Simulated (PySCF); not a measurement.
**Towards the basis-set limit for NaSi**

State: ⁴Σ⁻, quartet, unpaired electrons σ ↑, π ↑↑. De refers to Na + Si. ROHF-based CCSD(T) in PySCF 2.14 with Na cc-pCVDZ, Si aug-cc-pV(D+d)Z and Na cc-pCVTZ, Si aug-cc-pV(T+d)Z (frozen core orbitals: 6; no relativity). Correlation energies are extrapolated as n⁻³ (n = 2, 3), Hartree–Fock as (n+1)·exp(−9√n). CV is the change on freezing 2 orbitals instead, in Na cc-pCVTZ, Si cc-pwCVTZ. SR is the spin-free X2C energy in Na cc-pCVTZ-DK, Si cc-pVTZ-DK less the non-relativistic one in Na cc-pCVTZ, Si cc-pVTZ.

```
            Level  Re (Å)  ωe (cm⁻¹)  ωexe (cm⁻¹)  αe (cm⁻¹)  De (eV)
       CCSD(T)/DZ  2.7586      244.7         1.02    0.00129    1.318
       CCSD(T)/TZ  2.7171      260.2         1.19    0.00129    1.440
           HF/CBS  2.7396      257.2         1.31    0.00132    1.040
          MP2/CBS  2.7051      265.2         1.14    0.00124    1.486
         CCSD/CBS  2.7060      264.5         1.24    0.00129    1.412
      CCSD(T)/CBS  2.7047      264.7         1.22    0.00128    1.482
   CCSD(T)/CBS+CV  2.7010      264.7         1.22    0.00129    1.477
CCSD(T)/CBS+CV+SR  2.6997      264.4         1.22    0.00130    1.467
```

Q: How much is left between CCSD(T)/TZ and the basis-set limit, and how much do the triples give at the limit?

A: CCSD(T)/CBS less CCSD(T)/TZ: -12.4 mÅ in Re, +4.5 cm⁻¹ in ωe and +0.042 eV in De. CCSD(T)/CBS less CCSD/CBS: -1.3 mÅ in Re, +0.2 cm⁻¹ in ωe and +0.070 eV in De.

Q: What do the later terms add?

A: CV: -3.7 mÅ in Re, +0.0 cm⁻¹ in ωe and -0.005 eV in De; SR: -1.3 mÅ in Re, -0.3 cm⁻¹ in ωe and -0.010 eV in De, each against the row above.

The T1 diagnostic is 0.009. The state was picked by a PBE0 search and need not be the measured ground state. Spin–orbit coupling, excitations beyond (T) and corrections to the Born–Oppenheimer picture are left out.

The whole job (state search and all basis sets along the bond) took about 40 min on 4 threads of Intel Xeon Platinum 8375C @ 2.90GHz (shared host), peak memory 11 GiB.
